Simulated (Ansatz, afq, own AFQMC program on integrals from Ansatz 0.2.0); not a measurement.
CH3B, singlet in cc-pVDZ, levels against CCSDT(Q)

| atom | x (Å) | y (Å) | z (Å) |
| --- | --- | --- | --- |
| B | 0.0000 | 0.0000 | 0.7455 |
| C | 0.0000 | 0.0000 | -0.6287 |
| H | 0.0000 | 0.0000 | 1.9208 |
| H | 0.0000 | 0.9159 | -1.2126 |
| H | 0.0000 | -0.9159 | -1.2126 |

Connectivity, by distances: BH–CH2.

Basis cc-pVDZ. Only valence electrons are correlated. Ansatz 0.2.0 and our own AFQMC program on the same integrals; the CISD trial comes from CCSD amplitudes, and released means the phaseless constraint is let go. Free AFQMC starts from the CCSD state and is never constrained. Its projection time is finite, and what remains of the start isn't in its error. Error bars are statistical, one sigma.

Determinant: RHF, the one that the program's search chose, which needn't be the lowest solution. The geometry is a point of a scan.

No full CI on the walks' own integrals is used here; CCSDT(Q) serves as the reference and is uncertain by about the last step of the cluster series.

* T1 diagnostic: 0.0134
* weight of the determinant in the CISD state: 0.891
* size of the correlated space: 10 electrons in 41 orbitals

```json
{"level": "MP2", "correlation energy (eV)": "-5.7676"}
{"level": "CCSD", "correlation energy (eV)": "-6.5380"}
{"level": "CCSD(T)", "correlation energy (eV)": "-6.7513"}
```

**Question.** Estimate where AFQMC with the constraint released lies against CCSD(T) on the same integrals.

**Answer.** 1.5 ± 1.4 kJ/mol below CCSD(T). The gap is under twice the noise, so this walk alone can't tell the two apart.

Reference: CCSDT(Q), correlation energy -6.786 eV. The released energy is read at 2.40 1/Eh (meV from the phaseless value at times in 1/Eh: -4 ± 18 at 0.24, 10 ± 15 at 0.51, 11 ± 12 at 0.99, 6 ± 12 at 1.62, 25 ± 15 at 2.40).

| level | E − E(reference) (kJ/mol) | share of correlation (%) |
| --- | --- | --- |
| CCSD(T) | 3.3 | 99.49 |
| CCSDT | 1.3 | 99.81 |
| ph-AFQMC/HF | -18.1 ± 6.3 | 102.77 |
| ph-AFQMC/CISD | -0.5 ± 1.7 | 100.08 |
| released AFQMC | 1.9 ± 1.4 | 99.71 |
| free AFQMC | 0.6 ± 1.3 | 99.91 |

Free projections are given only where their last times agree within the noise and don't stop above the reference; a slow remainder of the start can still hide under it. A walk keeps the symmetry of its determinant, which the program's search chose and which needn't be the lowest solution, so a lower state of the same spin and another symmetry isn't excluded. Released energies are given only where the last usable release times agree within the noise; a slower fall can still hide under it.
